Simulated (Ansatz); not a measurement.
This was printed by a script on Ansatz 0.2.0, Python API, for harmonic frequencies at the relaxed geometry of CO. What did the script look like? Settings (for the species named): MP2, cc-pVDZ basis, multiplicity 1.

```xyz
2

C     0.0000    0.0000    0.0000
O     0.0000    0.0000    1.3100
```

```console
$ python co_freq.py --basis cc-pVDZ --level MP2
bond        before    after (A)
C0-O1        1.3100   1.1472
mode  1    2113.3 1/cm   262.02 meV
imaginary modes: 0  zero-point energy: 0.131 eV
```

The script that was run (others could print the same):

`co_freq.py`
```python
"""Vibrations of CO."""

import argparse
import warnings

import ansatz as az
import numpy as np

parser = argparse.ArgumentParser(description="Vibrations of CO.")
parser.add_argument("--basis", required=True, help="basis")
parser.add_argument("--level", required=True, help="wavefunction method")
args = parser.parse_args()

warnings.simplefilter("ignore", az.DeckWarning)

geometry_ang = [
    ("C", (0.0, 0.0, 0.0)),
    ("O", (0.0, 0.0, 1.31)),
]
molecule = az.Crystal.molecule()
for symbol, xyz in geometry_ang:
    molecule = molecule.atom(symbol, xyz)

calculation = (
    molecule.calculation()
    .basis(gaussian=args.basis)
    .correlation(args.level)
)
symbols = [site.symbol for site in molecule.cartesian_sites]
start = np.array([site.position_ang for site in molecule.cartesian_sites], dtype=float)
r = calculation.relax(force_tolerance=0.003, max_steps=100).run().report
end = np.array(r["positions_ang"])

print("bond        before    after (A)")
for i, j in [(0, 1)]:
    d0, d1 = (np.linalg.norm(xyz[i] - xyz[j]) for xyz in (start, end))
    print(f"{symbols[i]}{i}-{symbols[j]}{j}".ljust(10), f"{d0:8.4f} {d1:8.4f}")

# frequencies need a stationary point, so they are taken at the relaxed geometry
minimum = az.Crystal.molecule()
for symbol, xyz in zip(symbols, end):
    minimum = minimum.atom(symbol, xyz.tolist())
vibrating = (
    minimum.calculation()
    .basis(gaussian=args.basis)
    .correlation(args.level)
    .phonons(temperatures=(298.15, 498.15, 100))
)
vib = vibrating.run().report["vibrations"]
sums = vib["harmonic_sums"]
modes = [m["omega_inv_cm"] for m in sums["modes_at_gamma"] if m["rigid_motion"] == "no"]
for number, w in enumerate(modes, start=1):
    print(f"mode {number:2d} {w:9.1f} 1/cm {w / 8065.544 * 1000:8.2f} meV")
print("imaginary modes:", sum(w < 0 for w in modes), " zero-point energy:", round(sums["zero_point_energy_ev"], 4), "eV")
```

What to keep in mind:
- The settings weren't tested for convergence.
- The frequencies are harmonic and unscaled, in a modest basis. The result belongs to the one conformer reached from this start, and soft torsions count as harmonic oscillators.
- The spin state was assumed, and another may lie lower.
- It ran for 2.1 s on 1 thread of Intel(R) Xeon(R) 6975P-C (Granite Rapids) (shared host), peak memory 0.17 GiB.

(A comment or docstring line of the script was reworded after the run, the code is as it ran; lines on the test bed's own set-up are left out of the output.)
